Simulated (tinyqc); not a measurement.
Worked calculation: RHF in the sto-3g basis, for LiH, spin multiplicity 1. One step of it, computed by the program tinyqc.

Problem. Orthogonalisation. S = U s U^T; symmetric (Loewdin) form X = U s^(-1/2) U^T, so that X^T S X = 1.

overlap S, lower triangle:
```
           1Li 1s    1Li 2s   1Li 2px   1Li 2py   1Li 2pz     2H 1s
1Li 1s   1.000000
1Li 2s   0.241137  1.000000
1Li 2px  0.000000  0.000000  1.000000
1Li 2py  0.000000  0.000000  0.000000  1.000000
1Li 2pz  0.000000  0.000000  0.000000  0.000000  1.000000
2H 1s    0.099033  0.442125  0.000000  0.000000  0.542432  1.000000
```

Give: eigenvalues of S; X.

Solution.

eigenvalues of S: 0.2980  0.7963  1.0000  1.0000  1.1606  1.7451

X, lower triangle:
```
          1Li 1s   1Li 2s  1Li 2px  1Li 2py  1Li 2pz   2H 1s
1Li 1s    1.0230
1Li 2s   -0.1233   1.1406
1Li 2px   0.0000   0.0000   1.0000
1Li 2py   0.0000   0.0000   0.0000   1.0000
1Li 2pz   0.0023   0.1448   0.0000   0.0000   1.1779
2H 1s    -0.0105  -0.3333   0.0000   0.0000  -0.4102  1.2963
```
